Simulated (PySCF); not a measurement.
Species: HPO.
Atom-mapped SMILES: `[O:1]=[PH:2]` (hydrogens: H3 on P2)

Cartesian coordinates in Å at the GFN2-xTB level; atoms count from 1:
```xyz
3
HOP angstrom
O      1.191    0.011   -0.004
P     -0.148    0.581   -0.011
H     -1.031   -0.594    0.002
```

Computed, not measured: TDDFT wB97X-D/def2-SVPD, vertical, gas phase, core orbitals frozen in the response in PySCF.

Ground-to-excited transition dipoles (e·a0, same axes as the geometry; the sign carries no meaning), for the states with f of 0.002 or more among the lowest 8:

| state | E (eV) | μx | μy | μz |
| --- | --- | --- | --- | --- |
| S1 | 2.484 | 0.000 | 0.003 | 0.235 |
| S2 | 5.817 | 0.000 | -0.003 | -0.259 |
| S3 | 6.418 | -0.265 | -0.227 | 0.002 |
| S5 | 7.312 | 0.312 | -0.743 | 0.008 |
| S6 | 7.589 | -0.658 | -0.572 | 0.006 |
| S7 | 8.855 | -0.516 | -0.323 | 0.003 |
| S8 | 9.611 | 0.000 | 0.003 | 0.317 |

(1) What oscillator strength does each state have?

(2) The point group is Cs. Which irreducible representation does each state belong to?

(3) What angle do the transition dipoles of S3 and S5 make?

(4) What peak molar absorption coefficient would the strongest computed level give as a lone Gaussian band 0.4 eV wide at half height?

## Answers

(1) f = (2/3) ΔE |μ|² with ΔE in hartree (27.2114 eV).

```csv
state,|μ|² (au),|μ| (D),f
S1,0.055,0.60,0.003
S2,0.067,0.66,0.010
S3,0.121,0.89,0.019
S5,0.650,2.05,0.116
S6,0.761,2.22,0.141
S7,0.371,1.55,0.080
S8,0.101,0.81,0.024
```

(2) The ground state is totally symmetric, so the direction of μ fixes the label. Polarised normal to the mirror plane, so A″: S1, S2 and S8. Polarised in the mirror plane, so A′: S3, S5, S6 and S7.

(3) |cos θ| = |μa·μb| / (|μa| |μb|) = 0.31, so θ ≈ 72° (taken between 0 and 90°, since the signs are arbitrary).

(4) ε(max) = 2.175×10⁸ f / FWHM, with the width in cm⁻¹. S6: 2.175×10⁸ × 0.1414 / 3226 ≈ 9500 L mol⁻¹ cm⁻¹.
